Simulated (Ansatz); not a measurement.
Born–Oppenheimer molecular dynamics of C2H3N + C2H6 (14 atoms, charge 0, multiplicity 1). It goes on from the last frame of an earlier run, with new velocities.

Computed with RKS B3LYP-D4/STO-3G in Ansatz.

```yaml
ensemble: NVT, Langevin thermostat
time_step: 1 fs
steps_asked: 250
set_temperature: 500 K
friction: 0.05 /fs
temperature_schedule: 62 steps to 500 K, then 188 steps to 1000 K
seed: 387534
```

First frame:

```xyz
14
Properties=species:S:1:pos:R:3
C -0.143 -0.196 -2.599
C 0.716 1.122 -3.047
H 0.507 -0.951 -2.995
H -0.373 -0.162 -1.621
H -1.096 -0.129 -3.143
H 0.227 2.102 -2.812
H 0.692 1.110 -4.219
H 1.653 1.084 -2.576
C 0.063 0.128 2.996
C -0.584 -1.170 2.793
N -1.218 -2.288 2.690
H 0.302 0.356 1.934
H -0.301 1.143 3.414
H 0.980 -0.112 3.477
```

**Question.** How far do the bonds stretch over the last three quarters of this one trajectory? (Pairs bonded in most of those frames.)

**Answer.** 
```
   bond  mean (Å)  spread (Å)  shortest  longest
  C1–C2     1.573       0.046      1.49     1.70
  C1–H3     1.107       0.033      1.03     1.17
  C1–H4     1.107       0.032      1.04     1.18
  C1–H5     1.109       0.034      1.04     1.18
  C2–H6     1.108       0.041      1.01     1.20
  C2–H7     1.110       0.044      1.02     1.21
  C2–H8     1.108       0.041      1.02     1.21
 C9–C10     1.497       0.036      1.42     1.57
 C9–H12     1.107       0.032      1.00     1.18
 C9–H13     1.115       0.052      1.00     1.24
 C9–H14     1.110       0.038      1.03     1.20
C10–N11     1.196       0.019      1.15     1.24
```

Mean temperature of the second half: 730 K. The schedule's set-point averaged 834 K over the second half and the system 730 K. A run of 0.25 ps of so small a system gives no equilibrium averages. Limits of this set-up: minimal basis.

Run time: 8.1 min on 1 thread of Arm Neoverse V1, on a shared host, peak memory 0.094 GiB.
